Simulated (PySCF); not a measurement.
Molecule: `InChI=1S/C2H4F3N/c3-2(4,5)1-6/h1,6H2`.

Bonds (- single, = double, # triple, : aromatic): N1-C2 1.438 Å, C2-C3 1.511 Å, C3-F4 1.342 Å, C3-F5 1.338 Å, C3-F6 1.329 Å. N1 carries H7, H8; C2 carries H9, H10.

Geometry PBE0-D3(BJ)/def2-SVP throughout; GIAO in PySCF, gas phase, one conformer, non-relativistic; equivalent atoms averaged; basis pcSseg-2.

For orientation, BLYP gives these absolute shieldings σ: N1 229.0, C3 33.4, C2 122.8, F4/F5/F6 246.4, H9/H10 28.01, H7/H8 30.76 ppm.

A run gave: N1 241.3, C3 48.7, C2 135.2, F4/F5/F6 263.4, H9/H10 28.10, H7/H8 30.65 ppm (absolute shieldings σ).

Which functional was used in that run?
A. B97-D
B. HF
C. PBE
D. PBE0

Results:

D. C3 tells them apart best: PBE0 gives 48.7, HF gives 74.2, B97-D gives 41.7, PBE gives 38.5 ppm.
